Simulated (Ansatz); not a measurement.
Basis-set extrapolation for `CC(C)=N` (PBE0-D4/def2-TZVP geometry, frozen core, Ansatz 0.2.0). Multiplicity 1, RHF reference.

|  | def2-TZVPP | def2-QZVPP |
| --- | --- | --- |
| HF | -172.187160 | -172.195430 |
| MP2 correlation | -0.717314 | -0.763743 |
| CCSD(T) correlation | -0.785539 | not run |

Energies in hartree. Use E(X) = E(∞) + A·exp(−7.88·√X) for Hartree–Fock and E(X) = E(∞) + B·X^(−2.97) for correlation, with X = 3 and 4, and add CCSD(T) minus MP2 of the smaller set to the MP2 limit.

Task: What is the CCSD(T) energy at the basis-set limit?

Result: HF limit: -172.195430 + (-0.008270) × 0.13774 = -172.19657. MP2 limit: -0.763743 + (-0.046429) × 0.74074 = -0.79813. Higher-order term: -0.785539 − (-0.717314) = -0.06822. Total: -173.06292 hartree, 56.6 kcal/mol below CCSD(T)/def2-TZVPP.
